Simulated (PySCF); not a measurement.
Bonds broken one at a time in the series B OH-SiH3. All species are isolated molecules in the gas phase. One relaxed conformer stands for each flexible species; it need not be the lowest. Strings in code marks are SMILES.

Method: PBE0-D4/def2-TZVP in PySCF. 

| species | highest occupied spin orbital (eV) |
|---|---|
| radical fragment (`[OH]`) | -9.09 |
| whole molecule (`OB(O)[SiH3]` (H–O–B–Si torsion -178°, Si–B–O–H torsion 178°)) | – |
| radical fragment (`O[B][SiH3]` (H–O–B–Si torsion 180°)) | … |
| radical fragment (`[SiH3][B][SiH3]`) | -5.70 |

Problem. Complete the blanks.

Solution. 
- radical fragment (`O[B][SiH3]` (H–O–B–Si torsion 180°)), highest occupied spin orbital (eV): -5.24
